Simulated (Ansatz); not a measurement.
System: Cl2, charge 1, doublet. Cl2+ (parent SMILES ClCl, doublet).
B3LYP-D3(BJ)/def2-TZVP minimum from Ansatz (an electronic-structure program):
```xyz
2

Cl     0.0000     0.0000    -0.9550
Cl     0.0000     0.0000     0.9550
```
Charge +1, spin multiplicity 2.

Total energies in aug-cc-pV(D+d)Z, 13 correlated electrons, 10 frozen orbitals. Radicals and triplets start from unrestricted determinants; spin-orbit coupling is neglected. Correlated methods leave the cores frozen. No relativity.

```csv
method,program,energy (Eh),minus CCSDT(Q) (mEh)
HF,Ansatz,-918.56548,328.98
MP2,Ansatz,-918.85186,42.60
CCSD,Ansatz,-918.88023,14.23
CCSD(T),Ansatz,-918.89229,2.17
CCSDT(Q),Ansatz,-918.89446,0.00
```

Rough core times of Ansatz's runs on a shared machine: CCSD(T) under 20 s, CCSDT(Q) 3 min.
